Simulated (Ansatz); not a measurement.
## Structure relaxation of Sr3Zn

The calculation used DFT PBE, scalar-relativistic, plane waves, PAW in Ansatz. Cutoff 420 eV, Γ-centred k mesh, Gaussian smearing, no spin polarisation in the final step.

A relaxed cell is given with its space group left out.

```
Sr Zn
1.0
     5.49406    0.00000    0.00000
     0.00000    5.49406    0.00000
     0.00000    0.00000    5.49406
Sr Zn
3 1
Direct
  0.50000 0.00000 0.50000
  0.50000 0.50000 0.00000
  0.00000 0.50000 0.50000
  0.00000 0.00000 0.00000
```

The zero of energy is the elements' standard structures at the same level; no fitted shifts are applied.

(1) What space group does it have?

(2) How far does it lie from the elements in energy?

(3) Is it a metal?

## Answers

(1) Pm-3m (No. 221). Conventional cell: a = 5.494 Å. Around Sr lie 4 Zn at 3.88 Å and 8 Sr at 3.88 Å; Zn has 12 Sr at 3.88 Å.

(2) 0.09 eV/atom.

(3) Yes, bands cross the Fermi level on the 8×8×8 mesh.

The final run used a 8×8×8 mesh on its 4-atom cell and 0.10 eV smearing. For metals, differences of a few meV/atom aren't resolved.

Cost: 2 runs of about 0.2 core-minutes in all, on AMD EPYC 9B45 (Zen 5) (shared hosts).